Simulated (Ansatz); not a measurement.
Frontier orbitals of `BB`.

Cartesian coordinates in Å:
```
B 0.4415 0.2703 0.6279
B -0.4408 -0.2697 -0.6287
H 1.5648 0.6727 0.4953
H 0.0088 0.2907 1.7477
H -1.1428 0.4579 -1.2762
H -0.4316 -1.4219 -0.9660
```

The species carries charge 0 and has multiplicity 1. Geometry: relaxed with PBE0-D4/def2-TZVP. Basis def2-TZVPP, Ansatz 0.2.0.

| functional | HOMO (eV) | LUMO (eV) | gap (eV) |
| --- | --- | --- | --- |
| PBE | -7.29 | -2.70 | 4.59 |
| PBE0 | -8.65 | -1.67 | 6.98 |
| B3LYP | -8.46 | -1.90 | 6.56 |
| ωB97M-V | -10.96 | 0.28 | 11.24 |
| HF | -11.98 | 1.81 | 13.79 |

Task: What is the vertical ionisation energy at frozen-core CCSD(T)/CBS(def2)? (An estimate is asked.)

Result: The calculation gave: 11.50 eV (T1 of the cation 0.019).

A quarter of exact exchange (PBE0) shifts PBE's HOMO by −1.36 eV and its LUMO by +1.03 eV; full exchange at long range (ωB97M-V) shifts them by −3.67 and +2.98 eV. The gap opens from 4.59 to 11.24 eV, since occupied levels lose self-interaction and empty ones feel all the electrons. A positive LUMO is unbound and depends on the basis. −ε(HOMO) differs from that ionisation energy by −4.21 eV with PBE and −0.54 eV with ωB97M-V.

B3LYP here is the variant with VWN-RPA as its local correlation; programs differ in this.
